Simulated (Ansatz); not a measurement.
`N/C=C(/F)S` + H₂ → `N/C=C\F` + H₂S at 600 K and 1 bar (hydrogenolysis of a C–S bond).

Isolated molecules relaxed with PBE0-D4/def2-TZVP in Ansatz; ΔE leaves out vibrations. CBS: MP2 limit from def2 TZ/QZ plus the TZ coupled-cluster correction, frozen cores. This one scheme is used for every species. Double bonds are as drawn, so ΔE can hold a change between cis and trans. One conformer a species, not always the lowest.

```tsv
species	CCSD(T)/CBS energy (Eh)	H − E (kJ/mol)	S (J/(mol·K))
`N/C=C(/F)S`	-630.74264	214.9	398.1
H₂	-1.17544	43.9	150.8
`N/C=C\F`	-232.96965	205.1	343.9
H₂S	-398.97279	60.8	230.9
```

H − E and S are ideal-gas, rigid-rotor, harmonic terms from PBE0-D4/def2-TZVP, for one conformer and one mirror image of each species. The MP2-based limit puts H₂ 0.8 mEh under its directly extrapolated value; such offsets cancel only in part. 1 Eh = 2625.50 kJ/mol, R = 8.31446 J/(mol·K).

Q: By hand: ΔE, ΔH, ΔS and ΔG.

A: ΔE = (-232.96965) + (-398.97279) − (-630.74264) − (-1.17544) = -0.02436 Eh = -64.0 kJ/mol. Δ(H − E) = 205.1 + 60.8 − 214.9 − 43.9 = 7.1, so ΔH = -56.9 kJ/mol. ΔS = 343.9 + 230.9 − 398.1 − 150.8 = 25.9 J/(mol·K). ΔG = -56.9 − 600 × (25.9)/1000 = -72.4 kJ/mol.

Q: By hand: the equilibrium constant, and the temperature at which ΔG would vanish if ΔH and ΔS stayed fixed.

A: log₁₀ K = −ΔG/(RT ln 10) = 6.3. ΔH and −TΔS have one sign here, so there is no such temperature.

ΔH outweighs TΔS. A doubt of 5 kJ/mol in ΔE shifts log₁₀ K by 0.4 here. Other conformers and mirror images would add mixing entropy, several J/(mol·K) or more a flexible species. These are equilibria of isolated gas molecules and say nothing of rates. Largest T1 diagnostic: 0.013 (customary marks: 0.02 for closed shells, 0.045 for open ones).
